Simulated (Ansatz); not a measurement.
**[OH···H···H], doublet: the ladder up to UCCSDTQ**

Geometry: a point of a hydrogen-transfer path between rigid fragments, not a stationary point.

```yaml
atoms:
  - { symbol: O, position_ang: [-0.1417, -0.0491, 0.0000] }
  - { symbol: H, position_ang: [-0.3910, 0.8775, 0.0000] }
  - { symbol: H, position_ang: [0.8503, -0.0491, 0.0000] }
  - { symbol: H, position_ang: [1.7893, -0.0491, 0.0000] }
```

Basis cc-pVDZ; Ansatz 0.2.0. Only valence electrons are correlated (noble-gas cores frozen), which leaves 9 electrons in 28 orbitals. Prefix R: restricted or restricted open-shell reference; prefix U: unrestricted. Active spaces: pair = (3e, 3o) about the gap; valence = (9e, 7o) chosen from the atoms' valence shells.

Full CI isn't at hand for all of this; UCCSDTQ serves as the reference, and is uncertain by about the last step of the cluster series. The frozen core follows each run's orbitals, which can shift R against U totals by a few meV.

For open shells CISD is restricted-active-space CI with the open shells as a complete middle space.

The UHF ⟨S²⟩ is 0.764 and the T1 diagnostic (RCCSD) is 0.0226. The largest doubles amplitude (RCCSD) is 0.040 and the T1 diagnostic (UCCSD) is 0.0119.

```csv
level,E − E(UCCSDTQ) (meV),share of correlation (%),wall time
RHF,6299,0.00,–
UHF,6156,2.28,–
RMP2,435,93.10,–
UMP2,455,92.78,–
CISD,395,93.73,0.52 s
RCCSD,126,98.00,–
UCCSD,121,98.08,–
RCCSD(T),21,99.67,0.95 s
UCCSD(T),20,99.68,0.95 s
BCCD(T),20,99.68,0.97 s
RCCSDT,14,99.78,–
UCCSDT,13,99.79,–
RCCSDT(Q),-1,100.01,9.5 s
UCCSDT(Q),-1,100.02,8 s
RCCSDTQ,0,100.00,10 s (H100)
CASSCF (pair space),5643,10.41,–
NEVPT2 (pair space),423,93.29,0.3 s
MRCISD (pair space),326,94.82,–
MRCISD+Q (pair space),52,99.17,0.42 s
CASSCF (valence space),4735,24.83,–
NEVPT2 (valence space),704,88.83,0.58 s
NEVPT4(SD) (valence space),65,98.96,0.91 s
MRCISD (valence space),213,96.61,–
MRCISD+Q (valence space),22,99.65,1 s
```

The correlation energy at UCCSDTQ, counted from RHF, is -6.299 eV. That run took 10 s on 2 threads of AMD EPYC 7R13 with a shared H100 80 GB, shared host.

Times hold each run's SCF and search for its determinant on a shared host, so for small cases they say little of a method's own cost; rows without a card ran on 1 thread of AMD EPYC 7R13.

Natural occupations of CASSCF (valence space) about the gap: 1.999 1.998 1.978 1.977 1.002 0.024 0.022; effectively unpaired electrons, Σ n²(2−n)², 1.01.
